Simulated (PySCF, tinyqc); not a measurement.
FCI on RHF in the sto-3g basis, frozen core, for HF, spin multiplicity 1, step by step. The lowest restricted solution is unstable here: a spin-polarised one lies 0.1568 hartree lower (PySCF). Computed by tinyqc, a small Python program that keeps every step (integrals from PySCF). Settings: charge = 0, multiplicity = 1, basis = sto-3g, method = RHF, frozen orbitals = 1, energy threshold = 1e-10, iteration cap = 54, orthogonalisation = symmetric, start = atomic densities, DIIS depth = 6, ci = FCI. Command: `OMP_NUM_THREADS=1 python tinyqc.py 21857 21858 out.jsonl` (the two numbers bound the seeds that draw the settings). One thread of a shared host (Intel(R) Xeon(R) Processor @ 2.60GHz), about 0.1 s of CPU time with the checks. The early iterations of the SCF are left out here.

## One-electron integrals

Geometry (angstrom):
```
atom        x        y        z
F     0.00000  0.00000  0.00000
H     0.00000  0.00000  1.83200
```

Basis sto-3g: exponents (1/bohr^2) and contraction coefficients of normalised primitives:
```
element  l (shell)   exponent  coefficient
F            s (1)  166.67913      0.15433
F            s (1)   30.36081      0.53533
F            s (1)    8.21682      0.44463
F            s (2)    6.46480     -0.09997
F            s (2)    1.50228      0.39951
F            s (2)    0.48859      0.70012
F            p (3)    6.46480      0.15592
F            p (3)    1.50228      0.60768
F            p (3)    0.48859      0.39196
H            s (1)    3.42525      0.15433
H            s (1)    0.62391      0.53533
H            s (1)    0.16886      0.44463
```

Overlap, kinetic and nuclear-attraction integrals over the contracted functions; the nuclear repulsion is the sum of Za Zb / Rab.

nuclear repulsion = 2.5996697 hartree

overlap S, order 1F 1s, 1F 2s, 1F 2px, 1F 2py, 1F 2pz, 2H 1s:
$$\begin{pmatrix}
1.00000 & 0.23799 & 0.00000 & 0.00000 & 0.00000 & 0.00613 \\
0.23799 & 1.00000 & 0.00000 & 0.00000 & 0.00000 & 0.08404 \\
0.00000 & 0.00000 & 1.00000 & 0.00000 & 0.00000 & 0.00000 \\
0.00000 & 0.00000 & 0.00000 & 1.00000 & 0.00000 & 0.00000 \\
0.00000 & 0.00000 & 0.00000 & 0.00000 & 1.00000 & 0.08323 \\
0.00613 & 0.08404 & 0.00000 & 0.00000 & 0.08323 & 1.00000
\end{pmatrix}$$

kinetic energy T (hartree), order 1F 1s, 1F 2s, 1F 2px, 1F 2py, 1F 2pz, 2H 1s:
$$\begin{pmatrix}
36.98458 & -0.21286 & 0.00000 & 0.00000 & 0.00000 & -0.00173 \\
-0.21286 & 1.03800 & 0.00000 & 0.00000 & 0.00000 & -0.01884 \\
0.00000 & 0.00000 & 3.24801 & 0.00000 & 0.00000 & 0.00000 \\
0.00000 & 0.00000 & 0.00000 & 3.24801 & 0.00000 & 0.00000 \\
0.00000 & 0.00000 & 0.00000 & 0.00000 & 3.24801 & -0.00641 \\
-0.00173 & -0.01884 & 0.00000 & 0.00000 & -0.00641 & 0.76003
\end{pmatrix}$$

nuclear attraction V (hartree), order 1F 1s, 1F 2s, 1F 2px, 1F 2py, 1F 2pz, 2H 1s:
$$\begin{pmatrix}
-77.29843 & -9.24555 & 0.00000 & 0.00000 & -0.00377 & -0.24398 \\
-9.24555 & -11.83005 & 0.00000 & 0.00000 & -0.04720 & -0.64180 \\
0.00000 & 0.00000 & -11.73208 & 0.00000 & 0.00000 & 0.00000 \\
0.00000 & 0.00000 & 0.00000 & -11.73208 & 0.00000 & 0.00000 \\
-0.00377 & -0.04720 & 0.00000 & 0.00000 & -11.74880 & -0.51735 \\
-0.24398 & -0.64180 & 0.00000 & 0.00000 & -0.51735 & -3.82399
\end{pmatrix}$$

core Hamiltonian H = T + V (hartree), order 1F 1s, 1F 2s, 1F 2px, 1F 2py, 1F 2pz, 2H 1s:
$$\begin{pmatrix}
-40.31386 & -9.45841 & 0.00000 & 0.00000 & -0.00377 & -0.24571 \\
-9.45841 & -10.79205 & 0.00000 & 0.00000 & -0.04720 & -0.66064 \\
0.00000 & 0.00000 & -8.48407 & 0.00000 & 0.00000 & 0.00000 \\
0.00000 & 0.00000 & 0.00000 & -8.48407 & 0.00000 & 0.00000 \\
-0.00377 & -0.04720 & 0.00000 & 0.00000 & -8.50079 & -0.52376 \\
-0.24571 & -0.66064 & 0.00000 & 0.00000 & -0.52376 & -3.06396
\end{pmatrix}$$

## Two-electron integrals

Functions are numbered as in S; the eight-fold symmetry (ij|kl) = (ji|kl) = (kl|ij) leaves the list below.

Two-electron integrals (ij|kl) in chemists' order, unique and non-zero (hartree):
```
(11|11) 5.40350   (21|11) 0.84192   (21|21) 0.15630   (22|11) 1.26803
(22|21) 0.29234   (22|22) 0.92617   (31|31) 0.02800   (32|31) 0.04317
(32|32) 0.20459   (33|11) 1.26450   (33|21) 0.29240   (33|22) 0.92596
(33|33) 0.99751   (41|41) 0.02800   (42|41) 0.04317   (42|42) 0.20459
(43|43) 0.05377   (44|11) 1.26450   (44|21) 0.29240   (44|22) 0.92596
(44|33) 0.88997   (44|44) 0.99751   (51|51) 0.02800   (52|51) 0.04317
(52|52) 0.20459   (53|53) 0.05377   (54|54) 0.05377   (55|11) 1.26450
(55|21) 0.29240   (55|22) 0.92596   (55|33) 0.88997   (55|44) 0.88997
(55|55) 0.99751   (61|11) 0.02195   (61|21) 0.00404   (61|22) 0.00752
(61|33) 0.00751   (61|44) 0.00751   (61|51) 0.00016   (61|52) 0.00030
(61|55) 0.00754   (61|61) 0.00011   (62|11) 0.06694   (62|21) 0.01569
(62|22) 0.05705   (62|33) 0.05627   (62|44) 0.05627   (62|51) 0.00105
(62|52) 0.00892   (62|55) 0.05855   (62|61) 0.00041   (62|62) 0.00476
(63|31) 0.00150   (63|32) 0.00950   (63|53) 0.00184   (63|63) 0.00067
(64|41) 0.00150   (64|42) 0.00950   (64|54) 0.00184   (64|64) 0.00067
(65|11) 0.05233   (65|21) 0.01241   (65|22) 0.04837   (65|33) 0.04659
(65|44) 0.04659   (65|51) 0.00212   (65|52) 0.01573   (65|55) 0.05187
(65|61) 0.00034   (65|62) 0.00495   (65|65) 0.00575   (66|11) 0.28859
(66|21) 0.06867   (66|22) 0.28812   (66|33) 0.28287   (66|44) 0.28287
(66|51) 0.00374   (66|52) 0.04627   (66|55) 0.29857   (66|61) 0.00180
(66|62) 0.03378   (66|65) 0.04165   (66|66) 0.77461
```

## Orthogonalisation

S = U s U^T; symmetric (Loewdin) form X = U s^(-1/2) U^T, so that X^T S X = 1.

eigenvalues of S: [0.74797, 0.91993, 1.00000, 1.00000, 1.07588, 1.25622]

X, order 1F 1s, 1F 2s, 1F 2px, 1F 2py, 1F 2pz, 2H 1s:
$$\begin{pmatrix}
1.02221 & -0.12377 & 0.00000 & 0.00000 & -0.00035 & 0.00470 \\
-0.12377 & 1.02499 & 0.00000 & 0.00000 & 0.00273 & -0.04340 \\
0.00000 & 0.00000 & 1.00000 & 0.00000 & 0.00000 & 0.00000 \\
0.00000 & 0.00000 & 0.00000 & 1.00000 & 0.00000 & 0.00000 \\
-0.00035 & 0.00273 & 0.00000 & 0.00000 & 1.00262 & -0.04199 \\
0.00470 & -0.04340 & 0.00000 & 0.00000 & -0.04199 & 1.00535
\end{pmatrix}$$

## Iteration 9 (converged): orbitals

converged F (hartree), order 1F 1s, 1F 2s, 1F 2px, 1F 2py, 1F 2pz, 2H 1s:
$$\begin{pmatrix}
-25.92011 & -6.62543 & 0.00000 & 0.00000 & -0.00620 & -0.17526 \\
-6.62543 & -3.00601 & 0.00000 & 0.00000 & 0.00344 & -0.21110 \\
0.00000 & 0.00000 & -0.46498 & 0.00000 & 0.00000 & 0.00000 \\
0.00000 & 0.00000 & 0.00000 & -0.46498 & 0.00000 & 0.00000 \\
-0.00620 & 0.00344 & 0.00000 & 0.00000 & -0.13471 & -0.23465 \\
-0.17526 & -0.21110 & 0.00000 & 0.00000 & -0.23465 & -0.13096
\end{pmatrix}$$

Diagonalise F' = X^T F X, C = X C', fill 5 alpha and 5 beta electrons from the bottom; D = 2 C_occ C_occ^T. Each column has its largest component positive (the first on a tie).

F' = X^T F X (hartree):
$$\begin{pmatrix}
-25.45541 & -3.37691 & 0.00000 & 0.00000 & -0.00987 & 0.00304 \\
-3.37691 & -1.85744 & 0.00000 & 0.00000 & 0.01721 & -0.11033 \\
0.00000 & 0.00000 & -0.46498 & 0.00000 & 0.00000 & 0.00000 \\
0.00000 & 0.00000 & 0.00000 & -0.46498 & 0.00000 & 0.00000 \\
-0.00987 & 0.01721 & 0.00000 & 0.00000 & -0.11584 & -0.22658 \\
0.00304 & -0.11033 & 0.00000 & 0.00000 & -0.22658 & -0.09955
\end{pmatrix}$$

orbital energies (hartree): MO1 -25.92915, MO2 -1.39301, MO3 -0.46498, MO4 -0.46498, MO5 -0.33072, MO6 0.12464

coefficients C, order 1F 1s, 1F 2s, 1F 2px, 1F 2py, 1F 2pz, 2H 1s:
$$\begin{pmatrix}
0.99511 & -0.26328 & 0.00000 & 0.00000 & 0.01793 & 0.01965 \\
0.01981 & 1.02487 & 0.00000 & 0.00000 & -0.08820 & -0.09631 \\
0.00000 & 0.00000 & 0.08434 & 0.99644 & 0.00000 & 0.00000 \\
0.00000 & 0.00000 & 0.99644 & -0.08434 & 0.00000 & 0.00000 \\
0.00030 & -0.00017 & 0.00000 & 0.00000 & 0.69971 & -0.71933 \\
-0.00090 & 0.04156 & 0.00000 & 0.00000 & 0.66016 & 0.75951
\end{pmatrix}$$

D after iteration 9, order 1F 1s, 1F 2s, 1F 2px, 1F 2py, 1F 2pz, 2H 1s:
$$\begin{pmatrix}
2.11975 & -0.50338 & 0.00000 & 0.00000 & 0.02578 & -0.00001 \\
-0.50338 & 2.11708 & 0.00000 & 0.00000 & -0.12378 & -0.03131 \\
0.00000 & 0.00000 & 2.00000 & 0.00000 & 0.00000 & 0.00000 \\
0.00000 & 0.00000 & 0.00000 & 2.00000 & 0.00000 & 0.00000 \\
0.02578 & -0.12378 & 0.00000 & 0.00000 & 0.97919 & 0.92383 \\
-0.00001 & -0.03131 & 0.00000 & 0.00000 & 0.92383 & 0.87507
\end{pmatrix}$$

Within a degenerate level the vectors are fixed only up to a rotation; this is one choice.

## Convergence

Stop when the energy changes by less than 1e-10 hartree and every element of the error matrix X^T (F D S - S D F) X is below 3e-06.

Course of the cycle:
```
iteration  E (hartree)     change  largest element of the error matrix
1          -98.9294327          -                             2.42e-01
2          -98.1011152   8.28e-01                             3.81e-01
3          -98.2626010  -1.61e-01                             2.26e-01
4          -98.2974515  -3.49e-02                             7.58e-02
5          -98.3006301  -3.18e-03                             3.51e-02
6          -98.3014510  -8.21e-04                             4.23e-04
7          -98.3014511  -1.36e-07                             6.30e-05
8          -98.3014511  -2.65e-09                             3.48e-06
9          -98.3014511  -8.09e-12                             1.07e-07
```

PySCF RHF in the same basis = -98.3014511 hartree

Converged in 9 iterations.

## Integrals over molecular orbitals

(pq|rs) = sum C_ip C_jq C_kr C_ls (ij|kl), one index at a time.

one-electron integrals over orbitals h = C^T H C (hartree):
$$\begin{pmatrix}
-40.29698 & 0.73565 & 0.00000 & 0.00000 & -0.04663 & -0.05364 \\
0.73565 & -9.08187 & 0.00000 & 0.00000 & 0.23903 & 0.33286 \\
0.00000 & 0.00000 & -8.48407 & 0.00000 & 0.00000 & 0.00000 \\
0.00000 & 0.00000 & 0.00000 & -8.48407 & 0.00000 & 0.00000 \\
-0.04663 & 0.23903 & 0.00000 & 0.00000 & -5.97129 & 2.71948 \\
-0.05364 & 0.33286 & 0.00000 & 0.00000 & 2.71948 & -5.59072
\end{pmatrix}$$

Two-electron integrals over orbitals (pq|rs), unique and non-zero (hartree); the lowest 1 orbital is frozen and left out:
```
(22|22) 0.89380    (32|32) 0.19431    (33|22) 0.90757    (33|33) 0.99751
(42|42) 0.19431    (43|43) 0.05377    (44|22) 0.90757    (44|33) 0.88997
(44|44) 0.99751    (52|22) -0.02972   (52|33) -0.03194   (52|44) -0.03194
(52|52) 0.10825    (53|32) -0.01063   (53|53) 0.02871    (54|42) -0.01063
(54|54) 0.02871    (55|22) 0.61533    (55|33) 0.60236    (55|44) 0.60236
(55|52) 0.00061    (55|55) 0.59185    (62|22) -0.03369   (62|33) -0.03492
(62|44) -0.03492   (62|52) -0.09442   (62|55) -0.01430   (62|62) 0.09218
(63|32) -0.01134   (63|53) -0.02623   (63|63) 0.02660    (64|42) -0.01134
(64|54) -0.02623   (64|64) 0.02660    (65|22) -0.30892   (65|33) -0.30332
(65|44) -0.30332   (65|52) 0.04060    (65|55) -0.07574   (65|62) 0.01146
(65|65) 0.29408    (66|22) 0.58405    (66|33) 0.57273    (66|44) 0.57273
(66|52) 0.02104    (66|55) 0.59079    (66|62) -0.02889   (66|65) -0.03572
(66|66) 0.60225
```

## FCI: determinants and Hamiltonian

one-electron integrals dressed by the frozen orbital, h + 2 (pq|11) - (p1|1q) (hartree), order 2, 3, 4, 5, 6:
$$\begin{pmatrix}
-6.65085 & 0.00000 & 0.00000 & 0.13562 & 0.21988 \\
0.00000 & -5.98550 & 0.00000 & 0.00000 & 0.00000 \\
0.00000 & 0.00000 & -5.98550 & 0.00000 & 0.00000 \\
0.13562 & 0.00000 & 0.00000 & -4.39701 & 1.75999 \\
0.21988 & 0.00000 & 0.00000 & 1.75999 & -4.07652
\end{pmatrix}$$

energy of the frozen orbital, 2 h_11 + (11|11) = -75.2285581 hartree

Hartree-Fock energy = -98.3014511 hartree

Slater-Condon rules over spin orbitals, with the nuclear repulsion and the energy of the frozen orbital added and E(HF) subtracted on the diagonal. Only determinants linked to the reference directly or through others are kept (one block of an abelian symmetry group), so some states are absent.

Occupation strings over the orbitals (2 doubly, a alpha, b beta, 0 empty; spin orbitals ordered 1a 1b 2a 2b ...): 222220 2222ab 2a222b 2222ba 2b222a 222202 2a22b2 222022 220222 2b22a2 202222

H - E(HF) between determinants (hartree):
```
          222220    2222ab    2a222b    2222ba    2b222a    222202    2a22b2    222022
222220   0.00000   0.00000   0.00000   0.00000   0.00000   0.29408  -0.01146   0.02660
2222ab   0.00000   0.15864  -0.00958  -0.29408  -0.01146   0.04001   0.04060   0.02623
2a222b   0.00000  -0.00958   1.02578  -0.01146  -0.09218  -0.04060  -0.27320   0.01134
2222ba   0.00000  -0.29408  -0.01146   0.15864  -0.00958  -0.04001  -0.01458  -0.02623
2b222a   0.00000  -0.01146  -0.09218  -0.00958   1.02578   0.04060   0.09442  -0.01134
222202   0.29408   0.04001  -0.04060  -0.04001   0.04060   0.32980   0.03002   0.02871
2a22b2  -0.01146   0.04060  -0.27320  -0.01458   0.09442   0.03002   1.22715   0.01063
222022   0.02660   0.02623   0.01134  -0.02623  -0.01134   0.02871   0.01063   0.54129
220222   0.02660   0.02623   0.01134  -0.02623  -0.01134   0.02871   0.01063   0.05377
2b22a2   0.01146  -0.01458   0.09442   0.04060  -0.27320  -0.03002  -0.10825  -0.01063
202222   0.09218   0.09442   0.00480  -0.09442  -0.00480   0.10825   0.06035   0.19431

          220222    2b22a2    202222
222220   0.02660   0.01146   0.09218
2222ab   0.02623  -0.01458   0.09442
2a222b   0.01134   0.09442   0.00480
2222ba  -0.02623   0.04060  -0.09442
2b222a  -0.01134  -0.27320  -0.00480
222202   0.02871  -0.03002   0.10825
2a22b2   0.01063  -0.10825   0.06035
222022   0.05377  -0.01063   0.19431
220222   0.54129  -0.01063   0.19431
2b22a2  -0.01063   1.22715  -0.06035
202222   0.19431  -0.06035   2.37949
```

## FCI: roots

Diagonalise (each vector has its largest component positive (the first on a tie)); all determinants have Ms = 0, so triplets appear too. The lowest singlet root is the correlation energy.

lowest roots of this matrix, relative to E(HF) (hartree): [-0.17522, -0.13626, 0.41808, 0.48121, 0.48752, 0.58024, 0.82491, 0.84661]

lowest vectors, order 222220, 2222ab, 2a222b, 2222ba, 2b222a, 222202, 2a22b2, 222022, 220222, 2b22a2, 202222:
$$\begin{pmatrix}
0.86046 & 0.00000 & -0.26718 & 0.37081 \\
0.03368 & 0.70689 & 0.62349 & 0.24672 \\
-0.01202 & 0.01173 & -0.04429 & 0.05482 \\
-0.03368 & 0.70689 & -0.62349 & -0.24672 \\
0.01202 & 0.01173 & 0.04429 & -0.05482 \\
-0.50633 & 0.00000 & -0.36853 & 0.67567 \\
0.01302 & -0.01298 & -0.04433 & -0.00149 \\
-0.01035 & 0.00000 & -0.06044 & -0.37295 \\
-0.01035 & 0.00000 & -0.06044 & -0.37295 \\
-0.01302 & -0.01298 & 0.04433 & 0.00149 \\
-0.01108 & 0.00000 & -0.01221 & -0.00491
\end{pmatrix}$$

<S^2> of these roots: [0.00000, 2.00000, 0.00000, 0.00000, 0.00000, 0.00000, 2.00000, 0.00000]

weight of the ground state by excitation level 0, 1, 2, ...: [0.74040, 0.00256, 0.25704]

The reference has a weight of only 0.74: one determinant is a poor start here. A root of higher spin lies below E(HF).
